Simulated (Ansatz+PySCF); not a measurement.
The numbers below are computed, except where a source is named.
This Ansatz input gave a total energy of -107.54452 hartree.

```yaml
crystal:
  periodic: [false, false, false]
  atoms:
    - { symbol: "N", position_ang: [0.0, 0.0, -0.98798] }
    - { symbol: "N", position_ang: [0.0, 0.0, 0.98798] }
basis:
  gaussian: { orbitals: STO-3G }
magnetization:
  spin_polarized: true
hamiltonian:
  xc: pbe0
scf:
  omitted_lower_state_checks: [stability, starts, atomic_configurations, cluster_reference, orbital_swaps, given_window_search, neighbouring_geometries, increment]
```

**Question.** Write an input for PySCF with the same method and basis set.

**Answer.**

```python
from pyscf import gto, dft

mol = gto.M(atom="""
N 0.000000 0.000000 -0.987980
N 0.000000 0.000000 0.987980
""", basis='sto-3g', charge=0, spin=0)
mf = dft.UKS(mol, xc='pbe0')
mf.kernel()
print(mf.converged, mf.e_tot, mf.spin_square()[0])
```

PySCF 2.14.0 gave -107.54452 hartree, 0.05 meV from the first. This is not the lowest solution: another run reaches a determinant 4.66 eV lower.
